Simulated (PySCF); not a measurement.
# XPS shifts beside NMR shieldings

Compound: 3-butynenitrile, C4H3N.
Atom-mapped SMILES: `[CH:1]#[C:2][CH2:3][C:4]#[N:5]`

Binding energies: PySCF, delta-SCF UKS SCAN, pcX-2 on the ionised atom, pcseg-1 elsewhere, spin-free X2C. Shieldings: GIAO CAM-B3LYP/pcSseg-2, non-relativistic, same geometry.

```
atom  C 1s (eV)
  C1     291.11
  C2     291.57
  C3     293.55
  C4     292.72
```

Question: What are the absolute isotropic shieldings of these atoms?

Answer: 
```
atom                   environment  C 1s (eV)  isotropic shielding (ppm)
  C1        terminal alkyne carbon     291.11                      102.6
  C2                 alkyne carbon     291.57                      103.5
  C4                nitrile carbon     292.72                       59.2
  C3  sp3 carbon next to a nitrile     293.55                      174.1
```

Question: Among the listed atoms, is the one with the highest binding energy also the least shielded?

Answer: No. The highest binding energy is at C3 (293.55 eV, shielding 174.1 ppm), the lowest shielding at C4 (59.2 ppm, 292.72 eV).

By binding energy: C1 < C2 < C4 < C3. By shielding: C4 < C1 < C2 < C3.

Spin contamination (⟨S²⟩ against 0.75 for a pure doublet) is marked for C 1s of C2 (0.87), which makes this value less certain. Geometry: PBE0-D3(BJ)/def2-SVP; no solvent, vibrations or thermal averaging.
